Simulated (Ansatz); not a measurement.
Species: HS, charge 0, doublet. HS (SMILES [SH], doublet).
B3LYP-D3(BJ)/def2-TZVP minimum from Ansatz (a first-principles code):
```
S
H 1 1.3473
```
Charge 0, spin multiplicity 2.

Hartree-Fock and CCSD(T) correlation energies in hartree (Ansatz). Radicals and triplets start from unrestricted determinants; spin-orbit coupling is neglected. Cores are frozen in correlated methods. No relativity.

```tsv
basis	X	E(HF)	E(corr, CCSD(T))
cc-pV(T+d)Z	3	-398.10608	-0.18293
cc-pV(Q+d)Z	4	-398.10985	-0.19573
cc-pV(5+d)Z	5	-398.11054	withheld
```

Task: Fit E(corr) = E∞ + A/X³ to X = 3 and 4, predict X = 5, and compare with the run.

Result: A = (-0.18293 - (-0.19573))/(1/27 - 1/64) = 0.5978; E∞ = -0.19573 - A/64 = -0.20507; at X = 5, E∞ + A/125 = -0.20029. The run gave -0.19987, 0.42 mEh above the prediction. The same form on X = 4 and 5 gives E∞ = -0.20421, 0.86 mEh above the first estimate.
